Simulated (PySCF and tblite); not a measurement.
Values are calculated unless marked as measured or tabulated.
Stationary points of C₄H₇NS at GFN2-xTB, in Å:

Structure A

```
 1 C     2.290   -0.708    0.532
 2 C     1.532   -0.143   -0.391
 3 C     0.253    0.534   -0.100
 4 S     0.256    2.108    0.372
 5 N    -0.858   -0.195   -0.270
 6 C    -2.195    0.288   -0.050
 7 H     1.991   -0.734    1.567
 8 H     3.240   -1.152    0.293
 9 H     1.846   -0.100   -1.427
10 H    -0.756   -1.159   -0.551
11 H    -2.131    1.336    0.240
12 H    -2.788    0.201   -0.962
13 H    -2.681   -0.277    0.747
```

Structure B

```
 1 C     2.584   -0.298    0.494
 2 C     1.386   -0.546   -0.023
 3 C     0.185    0.203    0.326
 4 S     0.212    1.445    1.414
 5 N    -0.944   -0.182   -0.295
 6 C    -2.237    0.415   -0.102
 7 H     2.716    0.492    1.215
 8 H     3.453   -0.869    0.218
 9 H     1.253   -1.341   -0.748
10 H    -0.890   -0.948   -0.951
11 H    -2.136    1.217    0.627
12 H    -2.612    0.827   -1.041
13 H    -2.948   -0.325    0.270
```

Structure C

```
 1 C     2.042   -0.962    0.424
 2 C     1.629    0.127   -0.217
 3 C     0.273    0.660   -0.234
 4 S     0.051    2.241   -0.660
 5 N    -0.739   -0.149    0.111
 6 C    -2.120    0.243    0.168
 7 H     1.389   -1.590    1.010
 8 H     3.076   -1.257    0.406
 9 H     2.341    0.743   -0.748
10 H    -0.525   -1.109    0.334
11 H    -2.197    1.275   -0.169
12 H    -2.724   -0.396   -0.480
13 H    -2.498    0.171    1.190
```

The path came from a restrained scan, a climbing-image band and a saddle search at GFN2-xTB; energies are PBE0/pcSseg-1 + D3(BJ)//GFN2-xTB, thermal terms GFN2-xTB.

Q: Which structure is a saddle point, and along which motion?

A: A: one imaginary mode (108i cm⁻¹ at GFN2-xTB, mostly on C1, H7, H9), along the rotation about the C2–C3 bond (torsion C1–C2–C3–S4 from 0° to 160°, rising).

Q: Give their symmetry and energies above the lowest.

A: A C1, 3.7 kcal/mol; B Cs, 0.0 kcal/mol; C C1, 0.7 kcal/mol.
